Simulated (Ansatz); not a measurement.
A run of Ansatz (development build ahead of 0.2.0) on singlet CF2 at this shape:

```xyz
3

C     0.0013    0.0215   -0.6362
F     0.0176    0.9786    0.1847
F     0.0028   -1.0591    0.1617
```

Its results:

| Property | Result |
| --- | --- |
| Converged | yes |
| Reference energy | -236.76584 hartree |
| Correlation energy | -0.62946 hartree |
| Total energy | -237.39529 hartree |
| Spin squared of the determinant | 0.000 |

(1) Which input gives this output? Name the method, the orbitals and the basis set, and write the input.

Answers

(1) RHF-MP2 in def2-TZVP. An unrestricted run that stays on the closed shell gives the same numbers.

```yaml
crystal:
  periodic: [false, false, false]
  atoms:
    - { symbol: C, position_ang: [0.00132, 0.02151, -0.63619] }
    - { symbol: F, position_ang: [0.01757, 0.97863, 0.18466] }
    - { symbol: F, position_ang: [0.00284, -1.05909, 0.16173] }
basis:
  gaussian: { orbitals: def2-TZVP }
hamiltonian:
  xc: hf
correlation:
  method: mp2
  frozen_orbitals: { C: 1, F: 1 }
```
